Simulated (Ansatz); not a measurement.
# Nudged elastic band run: CH4BS

The input (input.yaml):

```yaml
crystal:
  periodic: [false, false, false]
  atoms:
    - { symbol: B, position_ang: [-1.14097, 0.268811, -0.931905] }
    - { symbol: C, position_ang: [-0.045254, -0.017301, 0.115776] }
    - { symbol: S, position_ang: [1.66434, -0.041489, -0.556424] }
    - { symbol: H, position_ang: [-2.329021, 0.336048, -0.740437] }
    - { symbol: H, position_ang: [-0.299421, -0.985338, 0.592816] }
    - { symbol: H, position_ang: [-0.150088, 0.748981, 0.910187] }
    - { symbol: H, position_ang: [2.300403, -0.309714, 0.609987] }
magnetization:
  spin_polarized: true
  initial_magnetization: 1
basis:
  gaussian: { orbitals: def2-SVP }
hamiltonian:
  xc: b3lyp
  dispersion: d4
neb:
  order_check: false
  images: 7
  f_tol: 0.05
  max_iterations: 49
  initial_path: idpp
  final_atoms:
    - { symbol: B, position_ang: [-1.4722014, 0.13208169, -0.41199158] }
    - { symbol: C, position_ang: [-0.15042141, -0.10678275, 0.34260445] }
    - { symbol: S, position_ang: [1.37052347, 0.01917899, -0.70538228] }
    - { symbol: H, position_ang: [-1.70657966, 0.5554873, -1.51396635] }
    - { symbol: H, position_ang: [-0.17819127, -1.0700567, 0.88047254] }
    - { symbol: H, position_ang: [-0.14019317, 0.67425539, 1.13090611] }
    - { symbol: H, position_ang: [2.27705245, -0.20416593, 0.2773571] }
```

Run as:

```bash
$ ansatz run input.yaml --threads 1 --pin off --max-ram 2048MiB --backend cpu --events-out ev --progress --plain --runs-dir out
```

Output, in part (warnings, iteration lines, the closing report on the highest movable image, with atoms numbered from 0):

```
NEB end point (image 0): max|allowed force component| = 2.933e-3 eV/Å (the criterion of neb.relax_end_points is 1.000e-2)
NEB end point (image 8): max|allowed force component| = 9.956e-3 eV/Å (the criterion of neb.relax_end_points is 1.000e-2)
NEB iter   1: max|band force component| = 5.940e-1 eV/Å  barrier→ = 0.3950 eV  barrier← = 0.4101 eV  Δτ_max = 0.0855 Å  (399 SCF iters)
NEB iter   2: max|band force component| = 3.627e-1 eV/Å  barrier→ = 0.3408 eV  barrier← = 0.3558 eV  CI = image 4  Δτ_max = 0.0470 Å  (256 SCF iters)
NEB iter   3: max|band force component| = 1.686e-1 eV/Å  barrier→ = 0.3262 eV  barrier← = 0.3412 eV  CI = image 4  Δτ_max = 0.0223 Å  (250 SCF iters)
NEB iter   4: max|band force component| = 9.520e-2 eV/Å  barrier→ = 0.3238 eV  barrier← = 0.3388 eV  CI = image 4  Δτ_max = 0.0285 Å  (232 SCF iters)
NEB iter   5: max|band force component| = 6.262e-2 eV/Å  barrier→ = 0.3232 eV  barrier← = 0.3383 eV  CI = image 4  Δτ_max = 0.0188 Å  (231 SCF iters)
NEB iter   6: max|band force component| = 6.222e-2 eV/Å  barrier→ = 0.3231 eV  barrier← = 0.3382 eV  CI = image 4  Δτ_max = 0.0094 Å  (210 SCF iters)
NEB iter   7: max|band force component| = 3.889e-2 eV/Å  barrier→ = 0.3231 eV  barrier← = 0.3382 eV  CI = image 4  Δτ_max = 0.0000 Å  (504 SCF iters)
Total energy: -12606.86341339 eV, -463.2936852030 hartree
Atom 0 at    -1.320973     0.207746    -0.558510 Å, force    -0.002297     0.000028    -0.002200 eV/Å
Atom 1 at    -0.066613    -0.062960     0.247860 Å, force     0.005380     0.006697     0.004102 eV/Å
Atom 2 at     1.545027     0.067933    -0.699064 Å, force    -0.001812     0.000107    -0.001671 eV/Å
Atom 3 at    -2.341175     0.418636    -1.121136 Å, force    -0.000102    -0.001834    -0.000903 eV/Å
Atom 4 at    -0.133647    -1.061987     0.717371 Å, force    -0.003809    -0.001224    -0.000010 eV/Å
Atom 5 at    -0.059814     0.665041     1.082998 Å, force     0.002148    -0.003779     0.000013 eV/Å
Atom 6 at     2.377184    -0.234411     0.330481 Å, force     0.000492     0.000004     0.000668 eV/Å
Dipole moment:    -0.136902    -0.069497     0.343081 e Å
```

The forces met the threshold. A vibrational analysis at the climbing image gives one clearly imaginary mode, 737i cm⁻¹: a first-order saddle point.

Final band (atoms are numbered from 1 in the order of the input):

| image | path coordinate (Å) | energy (kcal/mol) | angle H4–B1–C2 (°) |
| --- | --- | --- | --- |
| 0 | 0.00 | 0.0 | 127 |
| 1 | 0.20 | 0.5 | 133 |
| 2 | 0.39 | 2.0 | 142 |
| 3 | 0.59 | 5.2 | 157 |
| 4 | 0.79 | 7.5 | 176 |
| 5 | 1.02 | 4.7 | 162 |
| 6 | 1.24 | 1.5 | 146 |
| 7 | 1.46 | 0.1 | 137 |
| 8 | 1.69 | -0.3 | 132 |

The run took 2.4 min on 1 CPU thread of a shared host.
